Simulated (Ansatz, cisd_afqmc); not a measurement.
Species: CH3, charge 0, doublet. CH3 (SMILES [CH3], doublet).
B3LYP-D3(BJ)/def2-TZVP minimum from Ansatz (an electronic-structure program):
```
C
H 1 1.0789
H 1 1.0789 2 120.00
H 1 1.0789 2 120.00 3 -180.00
```
Charge 0, spin multiplicity 2.

Total energies in cc-pVTZ, 7 correlated electrons, 1 frozen orbitals. Radicals and triplets start from unrestricted determinants; spin-orbit coupling is neglected. Correlated methods leave the cores frozen. No relativity. AFQMC/CISD: phaseless, guided by CISD from CCSD amplitudes; bars are statistical, one sigma. Outlying blocks are dropped, and bars are widened where a walk drifts. Over all cases where full CI ran beside it in this data, AFQMC minus full CI had a median of +0.1 mEh and passed +0.4 mEh in a tenth of the cases.

```csv
method,program,energy (Eh),minus CCSDT(Q) (mEh)
HF,Ansatz,-39.57748,184.08
MP2,Ansatz,-39.73565,25.91
CCSD,Ansatz,-39.75626,5.30
CCSD(T),Ansatz,-39.76098,0.58
CCSDT(Q),Ansatz,-39.76156,0.00
AFQMC/CISD,cisd_afqmc,-39.7620 ± 0.0003,-0.5 ± 0.3
```

Rough core times of Ansatz's runs on a shared machine: CCSD(T) under 20 s, CCSDT(Q) 90 s.
